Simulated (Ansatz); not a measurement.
# GaGe, quartet in cc-pVDZ: errors against full CI

Geometry: a point of a stretch scan, not a stationary point.

```yaml
atoms:
  - { symbol: Ge, position_ang: [0.0000, 0.0000, 0.0000] }
  - { symbol: Ga, position_ang: [0.0000, 0.0000, 2.2590] }
```

Basis cc-pVDZ; Ansatz 0.2.0. Correlated methods freeze the noble-gas cores and the filled d shells of p-block atoms, which leaves 7 electrons in 26 orbitals. Prefix R: restricted or restricted open-shell reference; prefix U: unrestricted. Active spaces: pair = (5e, 5o) about the gap; valence = (7e, 8o) chosen from the atoms' valence shells. No spin–orbit coupling is included, and no scalar relativity.

Full CI is exact within this basis and frozen core; it isn't the basis-set limit. The frozen core follows each run's orbitals, which can shift R against U totals by a few meV for light atoms and by up to 0.1 eV past Ca.

```
UHF ⟨S²⟩                          : 3.765
T1 diagnostic (RCCSD)             : 0.0264
largest doubles amplitude (RCCSD) : 0.082
```

```tsv
level	E − E(full CI) (kcal/mol)	share of correlation (%)	wall time
RHF	79.74	0.00	–
RMP2	18.94	76.24	–
RCCSD	4.00	94.98	–
RCCSD(T)	0.96	98.80	5.5 s
BCCD(T)	0.96	98.80	4.1 s
RCCSDT	0.21	99.73	–
RCCSDT(Q)	0.02	99.98	7.5 s
CASSCF (pair space)	70.82	11.18	–
NEVPT2 (pair space)	18.40	76.92	4.4 s
MRCISD (pair space)	6.84	91.43	–
MRCISD+Q (pair space)	0.60	99.25	4.7 s
CASSCF (valence space)	49.04	38.50	–
NEVPT2 (valence space)	11.17	85.99	5.5 s
MRCISD (valence space)	2.47	96.90	–
MRCISD+Q (valence space)	-0.45	100.57	6 s
MRCISD+Q(relaxed) (valence space)	-0.80	101.00	6 s
```

The correlation energy at full CI, counted from RHF, is -3.458 eV. That run took 2.3 min on 1 thread of Arm Neoverse V2, shared host over 5,352,180 determinants.

Run but not shown, since their state, orbitals or frozen core can't be matched to the reference's or they repeat it: UHF, UMP2, UCCSD, UCCSD(T), UCCSDT, UCCSDT(Q).

Times hold each run's SCF and search for its determinant on a shared host, so for small cases they say little of a method's own cost; they ran on 1 thread of Arm Neoverse V2. Some runs computed forces too.

Not variational, and here over 5 meV under the exact energy: MRCISD+Q (valence space), MRCISD+Q(relaxed) (valence space).

The full-CI state has the irrep A2 of C2v, in the program's axes (one component, if the state is degenerate).

Natural occupations of full CI about the gap: 1.947 1.891 0.998 0.976 0.976 0.049 0.049 0.028 0.011 0.011; effectively unpaired electrons, Σ n²(2−n)², 3.08.
